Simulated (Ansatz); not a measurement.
System: CH₂O (charge +1, doublet). 
Geometry from a B3LYP-D3(BJ)/def2-TZVP (Ansatz, a first-principles code) optimisation:
```xyz
4

O      0.0009     0.0100     0.6637
C     -0.0007    -0.0079    -0.5229
H      0.0058     0.9515    -1.1008
H     -0.0087    -0.9841    -1.0717
```
Charge +1, spin multiplicity 2.

Question: Give the harmonic wavenumbers at B3LYP-D3(BJ)/def2-TZVP (Ansatz, finite differences of forces, unscaled).

Answer: 843, 1070, 1247, 1708, 2758, 2841 cm⁻¹. Zero-point energy 15.0 kcal/mol.

Question: From these and the geometry, give the ideal-gas thermochemistry at 298.15 K and 1 atm (rigid rotor, harmonic oscillator).

Answer: Point group C2v, rotational symmetry number 2. Rotational constants 267.6, 40.24, 34.98 GHz. S(trans) 36.13, S(rot) 16.02, S(vib) 0.28, S(elec, spin only) 1.38, S 53.8 cal/(mol K). H(298) - H(0) 2.44 kcal/mol; G - E(el) 1.4 kcal/mol.
